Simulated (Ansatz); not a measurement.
C3H6FNO can be A, `NC/C(O)=C\F`, or B, `CN1COC1F`.

Isolated molecules relaxed with PBE0-D4/def2-TZVP in Ansatz; ΔE leaves out vibrations. CCSD(T)/CBS adds triple-zeta CCSD(T) − MP2 to the extrapolated MP2 energy (def2 sets, frozen cores). DFT in def2-TZVPP. B3LYP here is the variant with VWN-RPA as its local correlation; programs differ in this. Each species was taken in one conformer, which may not be the lowest.

Q: Which is lower in electronic energy at CCSD(T)/CBS, and by how much? (Estimate.)

A: Computed: A, by 37.7 kJ/mol.

Q: Give E(B) − E(A) in kJ/mol with MP2/def2-TZVPP, B3LYP-D4, CCSD(T)/def2-TZVPP, PBE-D4, CCSD/def2-TZVPP, PBE0-D4, ωB97M-V. (An estimate is asked.)

A: Computed: MP2/def2-TZVPP 31.9, B3LYP-D4 44.5, CCSD(T)/def2-TZVPP 32.5, PBE-D4 39.4, CCSD/def2-TZVPP 30.1, PBE0-D4 31.0, ωB97M-V 32.7. None reverses the order clearly.

Largest T1 diagnostic: 0.012.

From PBE to PBE0 (25 % exact exchange), in def2-TZVPP and without D4, E(B) − E(A) moves by −8.6 kJ/mol. In def2-TZVPP, CCSD(T) changes the Hartree–Fock value by +11.4 kJ/mol (the triples alone add +2.5 kJ/mol) and MP2 by +10.8 kJ/mol.
